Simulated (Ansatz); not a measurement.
B3H6⁻: single points at one geometry.

```yaml
crystal:
  periodic: [false, false, false]
  atoms:
    - {symbol: B, position_ang: [-0.452594, -0.693329, -0.166914]}
    - {symbol: B, position_ang: [0.957754, 0.115556, 0.450808]}
    - {symbol: B, position_ang: [-0.210619, 1.028991, -0.175267]}
    - {symbol: H, position_ang: [-0.368391, -1.301718, -1.211527]}
    - {symbol: H, position_ang: [-0.258495, 2.210225, -0.282872]}
    - {symbol: H, position_ang: [1.994270, 0.449466, 0.923427]}
    - {symbol: H, position_ang: [0.826953, -1.129265, 0.477852]}
    - {symbol: H, position_ang: [-1.244036, 0.489889, -0.632075]}
    - {symbol: H, position_ang: [-1.244841, -1.169805, 0.616569]}
basis:
  gaussian: {orbitals: def2-TZVPD}
total_charge: -1
magnetization: {spin_polarized: true, initial_magnetization: 2}
hamiltonian: {xc: pbe0, dispersion: d4}
scf: {omitted_lower_state_checks: [starts]}
output: {orbitals: {seedname: orbitals}}
```

The file start.molden holds the orbitals of an earlier run on this structure, at another level or in another basis.

```sh
$ ansatz run in.yaml --threads 4 --pin off --events-out ev --progress --plain --max-ram 3916MiB
```

Shortened log:

```
Functional definition: PBE0
801 factors; their error is unknown
mean field evaluation 1: about -2118.3176 eV, gradient 1.8e1 eV
mean field evaluation 2: about -2115.3011 eV, gradient 2.7e1 eV
mean field evaluation 4: about -2120.6444 eV, gradient 1.6e0 eV
mean field evaluation 8: about -2120.6675 eV, gradient 6.9e-2 eV
mean field evaluation 16: about -2120.7198 eV, gradient 1.6e0 eV
a density is far from that of the atoms, so the factors are made again for it
1159 factors; integrals over basis functions are off by at most 1.1e-3 eV
mean field evaluation 32: about -2120.7658 eV, gradient 2.1e-1 eV
mean field -2120.79670667 eV, -77.9378414424 hartree, gradient 8.9e-6 eV, S^2 2.004922; 0 other end points of the search recorded, 0 dependent functions left out
reference -2120.79673840 eV, -77.9378426085 hartree; 12, 10 occupied and 153, 155 virtual orbitals, 1159 factors
Total energy: -2120.91898882 eV, -77.9423352286 hartree
Checks for a lower state left out: starts
```

It took 14 s on 4 threads of Arm Neoverse V1 on a shared host.

First input, but with `gaussian: {orbitals: def2-TZVPD, initial_orbitals: start.molden}`, `hamiltonian: {xc: pbe, dispersion: d4}` (abridged; 6.5 s):

```
Functional definition: PBE
mean field evaluation 16: about -2120.2480 eV, gradient 3.3e-5 eV
a density is far from that of the atoms, so the factors are made again for it
mean field -2120.24792345 eV, -77.9176740311 hartree, gradient 1.7e-5 eV, S^2 2.004199
Total energy: -2120.39612654 eV, -77.9231203943 hartree
Checks for a lower state left out: starts
```

As the first input, with `gaussian: {orbitals: def2-TZVPD, initial_orbitals: start.molden}`, `hamiltonian: {xc: r2scan, dispersion: d4}` (abridged; 11 s):

```
Functional definition: r2SCAN
mean field -2122.50926050 eV, -78.0007766351 hartree, gradient 1.2e-5 eV, S^2 2.009962
Total energy: -2122.54387977 eV, -78.0020488698 hartree
Checks for a lower state left out: starts
```

Geometry: PBE-D4/def2-TZVP, that of the neutral doublet.

At PBE0-D4/def2-TZVPD, PBE-D4/def2-TZVPD, r2SCAN-D4/def2-TZVPD the highest occupied level of the charge -1 triplet lies above zero (up to 2.36 eV). By energy differences it is unbound by 0.79 eV (vertical, to the charge 0 doublet, at r2SCAN-D4/def2-TZVPD) and held by the finite basis. At PBE-D4/def2-TZVPD the gap within one spin of the charge -1 triplet nearly closes, so an electron or hole may be smeared out by delocalisation error. At PBE0-D4/def2-TZVPD a singlet of charge -1 lies 1.81 eV below the triplet at the same geometry. The structure comes from a short search, and lower isomers may exist.
